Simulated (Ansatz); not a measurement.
Rutile MnO2, treated with PBEsol (Ansatz, a quantum-chemistry and plane-wave program, PAW).

Settings: plane-wave cutoff 500 eV, 10×10×14 k mesh (along the axes of the cell as run), Fermi–Dirac smearing 0.05 eV, magnetic order afm, spin-polarised with opposed moments, scalar-relativistic PAW data made under PBE.

Cell (relaxed at this level):

```cif
data_Mn2O4
_chemical_formula_sum 'Mn2 O4'
_space_group_name_H-M_alt 'P 1'
_space_group_IT_number 1
_cell_length_a 4.37099
_cell_length_b 4.37099
_cell_length_c 2.82827
_cell_angle_alpha 90.000
_cell_angle_beta 90.000
_cell_angle_gamma 90.000
loop_
_space_group_symop_operation_xyz
  'x, y, z'
loop_
_atom_site_label
_atom_site_type_symbol
_atom_site_fract_x
_atom_site_fract_y
_atom_site_fract_z
_atom_site_occupancy
Mn1 Mn 0.00000 0.00000 0.00000 1
Mn2 Mn 0.50000 0.50000 0.50000 1
O1 O 0.30340 0.30340 0.00000 1
O2 O 0.69660 0.69660 0.00000 1
O3 O 0.19660 0.80340 0.50000 1
O4 O 0.80340 0.19660 0.50000 1
```

Q: Estimate the magnetic moment (largest site, within a sphere) that the calculation returns.

A: 
* **magnetic moment (largest site, within a sphere)**: 2.13 μB

The run finds no gap.

Note: the collinear magnetic order is the start's and need not be the measured one.

Moments are spin moments.

Computed values are for the static lattice.

The result took very roughly 11 core-minutes.
